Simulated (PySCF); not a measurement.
## Potential energy of O₂ along the bond

Set-up: PySCF, no relativity, basis sets O def2-TZVPP. Energies in eV from O + O in their ground configurations at the same level. State: triplet, unpaired electrons π ↑↑.

```csv
R (Å),LDA,PBE,PW91,MN15
1.029,-5.728,-4.156,-4.154,-3.452
1.076,-6.722,-5.216,-5.207,-4.462
1.124,-7.288,-5.844,-5.831,-5.025
1.160,-7.505,-6.105,-6.089,-5.228
1.196,-7.585,-6.226,-6.209,-5.286
1.232,-7.559,-6.240,-6.222,-5.230
1.280,-7.401,-6.131,-6.112,-5.023
1.339,-7.062,-5.850,-5.831,-4.612
1.411,-6.527,-5.377,-5.359,-3.979
1.507,-5.704,-4.629,-4.611,-3.019
```

Problem. Put a parabola through the three lowest points of the LDA curve and estimate Re, k and ωe (reduced mass 7.997 u; 1 eV/Å² = 0.16022 mdyn/Å; ωe = 1302.8·√(k/μ) cm⁻¹).

Solution. Through R = 1.16, 1.196, 1.232 Å the second-order coefficient is 40.9 eV/Å², so Re ≈ 1.205 Å, k ≈ 13.1 mdyn/Å and ωe ≈ 1668 cm⁻¹. A polynomial fit of higher order to the unrounded LDA energies gives Re = 1.204 Å, k = 12.4 mdyn/Å, ωe = 1622 cm⁻¹; anharmonicity and rounding make the difference.

The higher-order fit for each curve: LDA: Re = 1.204 Å, ωe = 1622 cm⁻¹, De = 7.59 eV; PBE: Re = 1.219 Å, ωe = 1556 cm⁻¹, De = 6.25 eV; PW91: Re = 1.218 Å, ωe = 1554 cm⁻¹, De = 6.23 eV; MN15: Re = 1.195 Å, ωe = 1732 cm⁻¹, De = 5.29 eV.

The state was picked by a PBE0 search and need not be the measured ground state.
